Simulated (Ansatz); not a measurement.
`O[Si]S` + H₂ → `[SiH]S` + H₂O  (hydrogenolysis of the Si–O bond)

Program: Ansatz. Geometries: PBE0-D4/def2-TZVP. ΔE: electronic, gas phase. CCSD(T)/CBS is extrapolated from def2-TZVPP and def2-QZVPP, frozen cores. DFT in def2-TZVPP. Each species was taken in one conformer, which may not be the lowest.

CCSD(T)/CBS gives +99.0 kJ/mol.

Question: Another level gave +95.6 kJ/mol. Which?
A. r2SCANh-D4/def2-TZVPP
B. BLYP-D4/def2-TZVPP
C. PBE/def2-TZVPP
D. HF/def2-TZVPP

Answer: C. PBE 95.6, r2SCANh-D4 102.4, HF/def2-TZVPP 88.3, BLYP-D4 108.0 kJ/mol.

Question: What do rigid-rotor, harmonic-oscillator terms from PBE0-D4/def2-TZVP frequencies (298.15 K, 1 bar) make of the CCSD(T)/CBS value? (Estimate.)

Answer: Ansatz gave: ΔZPE = +13.2 kJ/mol, ΔH = +110.2 kJ/mol, ΔS = 26 J/(mol·K), ΔG = +102.6 kJ/mol.

Largest T1 diagnostic among the species: 0.016.

From BLYP to BHLYP (50 % exact exchange), in def2-TZVPP and without D4, ΔE moves by −5.4 kJ/mol. The D4 term adds +4.8 kJ/mol with B3LYP and +2.5 kJ/mol with PBE0; it sums over pairs of atoms, weighted by their polarisabilities, and B3LYP, whose exchange is more repulsive, gets the larger term. Leaving LDA and LC-ωPBE aside and taking each functional with its dispersion term where it has one, the values, not all of them listed here, spread over 14.6 kJ/mol, from HSE06-D4 to BLYP-D4. LDA lies +5.4 kJ/mol from PBE without D4.

B3LYP here is the variant with VWN-RPA as its local correlation; programs differ in this.
